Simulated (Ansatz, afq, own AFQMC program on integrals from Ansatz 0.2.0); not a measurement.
## Atomization energy of Si₂H₃, doublet

```xyz
5

Si    0.0000    0.0235    1.0897
Si    0.0000   -0.0769   -1.1897
H     0.0000    1.2166    1.9857
H     0.0000   -1.1800    1.9697
H     0.0000    1.4507   -1.1705
```

Connectivity, by distances: SiH2–SiH.

Atoms in their ground-state spins without spin–orbit coupling (mostly on UHF) minus the molecule (UHF), without zero-point energy. The geometry is a stationary point, not shown to be a minimum.

Basis aug-cc-pVDZ. Noble-gas cores (and the filled d shells of Ga–Kr and In–Xe) are frozen. AFQMC by an in-house program on the Cholesky factors that Ansatz 0.2.0 writes for its CCSD(T) run. ph-AFQMC/CISD is guided by a CISD state made of CCSD amplitudes; releasing the constraint for a short imaginary time cuts its bias at the price of noise, slowly where states lie close. ± is one standard error of the sampling. The errors of all members are added in quadrature.

No full CI on the walks' own integrals is used here; CCSDT(Q) serves as the reference and is uncertain by about the last step of the cluster series. Each member takes its own surest rung, up to full CI.

Errors are counted within aug-cc-pVDZ, not against nature.

Cautions: Si₂H₃ (doublet): the released energies are still falling, so no released level is given (meV from the phaseless value at times in 1/Eh: -5 ± 4 at 0.24, -11 ± 3 at 0.51, -16 ± 3 at 0.99, -23 ± 3 at 1.62, -26 ± 4 at 2.40), though the last usable value meets CCSDT(Q) within the noise, its ph-AFQMC/CISD value lies 23 ± 5 meV above CCSDT(Q); other spins of the molecule weren't checked.

Reference (CCSDT(Q)): 261.5 kcal/mol.

```tsv
level	atomization energy (kcal/mol)	error against CCSDT(Q) (kcal/mol)
HF	200.6	-60.8
MP2	254.8	-6.7
CCSD	257.5	-3.9
CCSD(T)	260.8	-0.6
CCSDT	261.2	-0.2
ph-AFQMC/HF	264.4 ± 0.7	3.0 ± 0.7
ph-AFQMC/CISD	261.1 ± 0.1	-0.4 ± 0.1
```

Correlation beyond CCSD(T) adds 0.6 kcal/mol. The perturbative (T) step is worth +3.3 kcal/mol.

A walk keeps the symmetry of its determinant, which the program's search chose and which needn't be the lowest solution, so a lower state of the same spin and another symmetry isn't excluded.
